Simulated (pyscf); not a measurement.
**Four-centre exchange: H₃Si–O–SiH₃ + NH₃ → H₂N–SiH₂–O–SiH₃ + H₂**

Gas phase, singlet surface, charge 0. Bonds broken: Si1–H4, N10–H11. Bonds formed: Si1–N10, H4–H11. Single points on ωB97X-D3(BJ)/def2-SVP structures (PySCF, gas phase).

Transition state (Å):

```xyz
13

Si    -1.4264     1.1224     0.0090
O     -0.1159     0.6414    -0.8847
Si     0.6700    -0.8412    -0.8601
H     -1.1159    -0.5489     1.0122
H     -2.7894     0.5486    -0.1135
H     -1.5916     2.5326    -0.4834
H      1.4392    -1.0284     0.4025
H     -0.2571    -1.9828    -1.0836
H      1.6412    -0.7861    -1.9907
N     -1.0215     1.5137     1.8113
H     -1.0366     0.3280     1.8142
H     -0.0748     1.8755     1.9440
H     -1.6857     2.0732     2.3515
```

One imaginary mode, 1311i cm⁻¹; descent along it reached the two sides named, in the forms told below.

```
bond     change  reactant side (Å)  saddle  product side
-------  ------  -----------------  ------  ------------
Si1–H4   breaks              1.493   1.974           4.8
N10–H11  breaks              1.020   1.186           2.7
Si1–N10   forms              2.542   1.888         1.724
H4–H11    forms                2.8   1.191         0.761
```

Electronic energies relative to the separated reactants (kcal/mol):

| level | barrier | reaction energy | reverse barrier |
|---|---|---|---|
| ωB97X-D3(BJ)/def2-TZVP | 36.1 | -12.4 | 48.5 |
| PBE/def2-TZVP | 32.4 | -10.1 | 42.5 |
| r²SCAN/def2-TZVP | 33.8 | -12.3 | 46.1 |
| B3LYP-D3(BJ)/def2-TZVP | 37.2 | -11.5 | 48.7 |
| PBE0-D3(BJ)/def2-TZVP | 33.2 | -11.0 | 44.1 |
| M06-2X/def2-TZVP | 37.2 | -14.2 | 51.5 |
| ωB97M-D3(BJ)/def2-TZVP | 36.2 | -11.7 | 47.8 |
| HF/def2-TZVP | 57.5 | -7.4 | 64.8 |

With ωB97M-D3(BJ)/def2-TZVP energies and thermal terms (ideal gas, 1 atm, RRHO with modes under 100 cm⁻¹ raised to 100, one conformer, R ln 2 for rigid chiral ones), in kcal/mol:

| T (K) | ΔH‡ | ΔG‡ | ΔH | ΔG |
|---|---|---|---|---|
| 298 | 34.1 | 46.1 | -14.8 | -12.5 |
| 600 | 34.3 | 58.3 | -13.4 | -10.8 |
| 900 | 35.1 | 70.1 | -12.2 | -9.9 |
| 1200 | 36.0 | 81.6 | -11.4 | -9.2 |

On the reactant side the descent ends in a complex (not fully relaxed), 6.0 kcal/mol under the separated species and 42.1 kcal/mol under the saddle at ωB97X-D3(BJ)/def2-TZVP. At the saddle there is also a short H–Si contact that neither side keeps. This is the saddle that the search found; another between the same sides may lie lower.
